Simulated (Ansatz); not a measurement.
Two structures of BH4F, singlet, reached by relaxing down either side of one saddle point (PBE0-D4/def2-TZVP). Energies are electronic, without zero-point energy. Ansatz 0.2.0; basis: def2-TZVPP and def2-QZVPP; cores frozen in the correlated methods. Extrapolation: Hartree–Fock as exp(−7.88 √X), correlation as X^−2.97. First:

B1  (-0.427, 0.390, -0.319)
H2  (0.306, 1.206, 0.173)
H3  (-0.267, 0.092, -1.463)
H4  (-1.465, 0.154, 0.220)
H5  (1.258, -0.692, 0.923)
F6  (0.595, -1.150, 0.466)
(Å)

Second:

B1  (-0.624, -0.558, -0.423)
H2  (1.020, 1.491, 0.671)
H3  (-0.265, -0.132, -1.483)
H4  (-1.492, -0.069, 0.240)
H5  (1.398, 0.915, 0.962)
F6  (-0.037, -1.646, 0.034)
(Å)

Problem. Which bonds change from the first to the second?

Solution. BH₃ + HF → BH₂F ([BH2][F]) + H₂; bonds formed: B1–F6, H2–H5; bonds broken: B1–H2, H5–F6.

Problem. Give the saddle point's structure and its height above each. (An estimate is asked for; the value comes from the calculation.)

Solution. The calculation gives: 14.13 kcal/mol above the first and 41.78 kcal/mol above the second (CCSD(T) at an estimated basis limit (MP2 extrapolated from triple and quadruple zeta, plus CCSD(T) − MP2 in triple zeta)).
B1  (-0.318, 0.092, -0.230)
H2  (0.520, 0.907, 0.337)
H3  (-0.169, 0.098, -1.410)
H4  (-1.383, 0.161, 0.295)
H5  (0.836, -0.097, 0.599)
F6  (0.514, -1.161, 0.409)
(Å)

No T1 diagnostic of these runs exceeds 0.014. The end structure is not quite a true minimum (one mode of 34i cm⁻¹).

Labels in which every atom is bracketed show which atoms are joined, not bond orders.

For scale, one of the runs: CCSD(T)/def2-TZVPP, 118 basis functions, launched by `ansatz run in.yaml --threads 2 --pin off --events-out ev --progress --plain --max-ram 4352MiB`. Hardware: 2 CPU threads of an Intel Xeon, shared host. Wall time about 3.4 s.
